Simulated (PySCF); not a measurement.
OSi, SMILES O=[Si] (connectivity only; charge and spin as stated), charge +1, multiplicity 2. Atoms are numbered in the order given.

```xyz
2

Si     0.0000     0.0000    -0.5537
O      0.0000     0.0000     0.9690
```
Charge +1, spin multiplicity 2.

Coordinates come from a B3LYP-D3(BJ)/def2-TZVPD optimisation. The multiplicity is an assumed one; other spin states were not compared.

All values below come from PBE0/pcH-1 in PySCF.

Unrestricted Kohn–Sham, ⟨S²⟩ = 0.760. Hyperfine tensors hold the contact and dipolar terms, without spin-orbit corrections.

Computed hyperfine couplings:
| nucleus | A(iso) (MHz) | A(iso) (G) | dipolar principal values (MHz) |
|---|---|---|---|
| 29Si no. 1 | -451.9 | -161.3 | -146.8, 73.4, 73.4 |
| 17O no. 2 | -3.3 | -1.2 | -165.4, 82.7, 82.7 |
